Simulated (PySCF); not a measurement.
Isomers of C2H3F3, one GFN2-xTB conformer each. Single-point energies are computed at PBE0/pcSseg-1 (PySCF, gas phase, no added dispersion term), electronic only.

| SMILES | GFN2-xTB relative energy (kJ/mol) |
| --- | --- |
| FCC(F)F | 52.5 |
| CC(F)(F)F | 0.0 |

Conformers: `[F:1][CH2:2][CH:3]([F:4])[F:5]` with F1–C2–C3–F4 147°.

Problem. What does PBE0/pcSseg-1 give for the same structures?

Solution. 
```tsv
SMILES	PBE0/pcSseg-1 E (Eh)	PBE0/pcSseg-1 (kJ/mol)	GFN2-xTB (kJ/mol)	point group
CC(F)(F)F	-377.16223	0.0	0.0	C3v
FCC(F)F	-377.12692	92.7	52.5	C1
```

Both levels put the same isomer lowest. 

Problem. Which frontier levels, dipoles and rotational constants go with these structures?

Solution. 
| SMILES | HOMO (eV, PBE0/pcSseg-1) | LUMO (eV) | dipole (D) | A, B, C (MHz) |
| --- | --- | --- | --- | --- |
| CC(F)(F)F | -10.96 | 1.68 | 2.36 | 5554, 5170, 5167 |
| FCC(F)F | -9.69 | 1.59 | 1.01 | 9025, 3449, 2753 |
